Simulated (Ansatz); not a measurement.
A run of Ansatz (development build ahead of 0.2.0) on singlet C₄H₄ at this shape:

```yaml
atoms:
  - { symbol: C, position_ang: [0.6830, 0.7450, 0.0283] }
  - { symbol: C, position_ang: [-0.6250, 0.7681, -0.0209] }
  - { symbol: C, position_ang: [-0.6391, -0.8156, 0.0251] }
  - { symbol: C, position_ang: [0.6426, -0.7757, -0.0425] }
  - { symbol: H, position_ang: [1.4794, 1.5517, 0.0318] }
  - { symbol: H, position_ang: [-1.4481, 1.5922, -0.0305] }
  - { symbol: H, position_ang: [-1.4277, -1.5743, 0.0434] }
  - { symbol: H, position_ang: [1.4240, -1.5500, 0.0470] }
```

Its results:

| Item | Value |
| --- | --- |
| Converged | yes |
| Reference energy | -153.68715 hartree |
| Correlation energy | -0.61868 hartree |
| Total energy | -154.30583 hartree |
| Spin squared of the determinant | 0.000 |

**Question.** Which input gives this output? Name the method, the orbitals and the basis set, and write the input.

**Answer.** RHF-MP2 in def2-TZVP. An unrestricted run that stays on the closed shell gives the same numbers.

```yaml
crystal:
  periodic: [false, false, false]
  atoms:
    - { symbol: C, position_ang: [0.68304, 0.74503, 0.02831] }
    - { symbol: C, position_ang: [-0.62501, 0.76815, -0.02086] }
    - { symbol: C, position_ang: [-0.63908, -0.81561, 0.02514] }
    - { symbol: C, position_ang: [0.64262, -0.7757, -0.04249] }
    - { symbol: H, position_ang: [1.47939, 1.55166, 0.03179] }
    - { symbol: H, position_ang: [-1.44812, 1.59219, -0.03046] }
    - { symbol: H, position_ang: [-1.4277, -1.57429, 0.0434] }
    - { symbol: H, position_ang: [1.42401, -1.54998, 0.04698] }
basis:
  gaussian: { orbitals: def2-TZVP }
hamiltonian:
  xc: hf
correlation:
  method: mp2
  frozen_orbitals: { C: 1, H: 0 }
```

Caution: in another basis set an unrestricted determinant lies well below.
